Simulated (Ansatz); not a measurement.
Start from `CCC(F)CF` and change one atom or group to get `CCCCF`.

Ansatz, PBE0-D4/def2-TZVP geometries, multiplicity 1. Each molecule was computed in one conformer, which needn't be the lowest.

```
                               property  `CCC(F)CF`
     LUMO energy (PBE0/def2-TZVPP) / eV        1.13
    HOMO–LUMO gap (PBE/def2-TZVPP) / eV        7.82
   HOMO–LUMO gap (PBE0/def2-TZVPP) / eV       10.31
     HOMO energy (PBE0/def2-TZVPP) / eV       -9.18
HOMO–LUMO gap (ωB97M-V/def2-TZVPP) / eV       14.13
  HOMO energy (ωB97M-V/def2-TZVPP) / eV      -11.57
```

Problem. What does the change do to each property? (Best estimate.)

Solution. Computed: 
```tsv
property	`CCCCF`	shift
LUMO energy (PBE0/def2-TZVPP) / eV	1.29	0.16
HOMO–LUMO gap (PBE/def2-TZVPP) / eV	7.98	0.16
HOMO–LUMO gap (PBE0/def2-TZVPP) / eV	10.35	0.04
HOMO energy (PBE0/def2-TZVPP) / eV	-9.06	0.12
HOMO–LUMO gap (ωB97M-V/def2-TZVPP) / eV	14.11	-0.02
HOMO energy (ωB97M-V/def2-TZVPP) / eV	-11.41	0.16
```
